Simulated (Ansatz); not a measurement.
Complex (SMILES): F (HF) with F (HF), atoms 1 to 2 the first; geometry from NCB31 set, monomers rigid:
```xyz
4

F      1.3237    -0.0902     0.0000
H      1.7404     0.7334     0.0000
F     -1.4572     0.0193     0.0000
H     -0.5393    -0.0947     0.0001
```

Basis-set convergence of the uncorrected interaction energy at PBE with Ansatz (a quantum-chemistry and plane-wave program). All functions are spherical. No added dispersion term, no relativity. Functions are those of the species that has most. Reference: the counterpoise-corrected one, the value in aug-cc-pV5Z, -4.62 kcal/mol. Deviations are taken from unrounded values.

```json
[
 {"basis": "def2-SVPD", "functions": "62", "uncorrected interaction energy (kcal/mol)": "-5.08", "minus reference (kcal/mol)": "-0.47"},
 {"basis": "aug-cc-pVDZ", "functions": "64", "uncorrected interaction energy (kcal/mol)": "-4.71", "minus reference (kcal/mol)": "-0.10"},
 {"basis": "aug-pcseg-1", "functions": "64", "uncorrected interaction energy (kcal/mol)": "-5.20", "minus reference (kcal/mol)": "-0.58"},
 {"basis": "def2-TZVPD", "functions": "98", "uncorrected interaction energy (kcal/mol)": "-4.58", "minus reference (kcal/mol)": "0.04"},
 {"basis": "jun-cc-pV(T+d)Z", "functions": "106", "uncorrected interaction energy (kcal/mol)": "-4.63", "minus reference (kcal/mol)": "-0.01"},
 {"basis": "def2-TZVPPD", "functions": "114", "uncorrected interaction energy (kcal/mol)": "-4.59", "minus reference (kcal/mol)": "0.03"},
 {"basis": "aug-cc-pVTZ", "functions": "138", "uncorrected interaction energy (kcal/mol)": "-4.61", "minus reference (kcal/mol)": "0.00"},
 {"basis": "aug-pcseg-2", "functions": "138", "uncorrected interaction energy (kcal/mol)": "-4.66", "minus reference (kcal/mol)": "-0.05"},
 {"basis": "def2-QZVPPD", "functions": "198", "uncorrected interaction energy (kcal/mol)": "-4.62", "minus reference (kcal/mol)": "-0.01"},
 {"basis": "aug-cc-pVQZ", "functions": "252", "uncorrected interaction energy (kcal/mol)": "-4.65", "minus reference (kcal/mol)": "-0.03"},
 {"basis": "aug-pcseg-3", "functions": "268", "uncorrected interaction energy (kcal/mol)": "-4.62", "minus reference (kcal/mol)": "0.00"},
 {"basis": "aug-cc-pV5Z", "functions": "414", "uncorrected interaction energy (kcal/mol)": "-4.63", "minus reference (kcal/mol)": "-0.01"}
]
```

The smallest set listed that lies within 0.2 kcal/mol of the reference with all its larger relatives (same family, alike in diffuse functions; a set with none counts only in the reference's own line) is aug-cc-pVDZ (64 functions, -0.10 kcal/mol off).
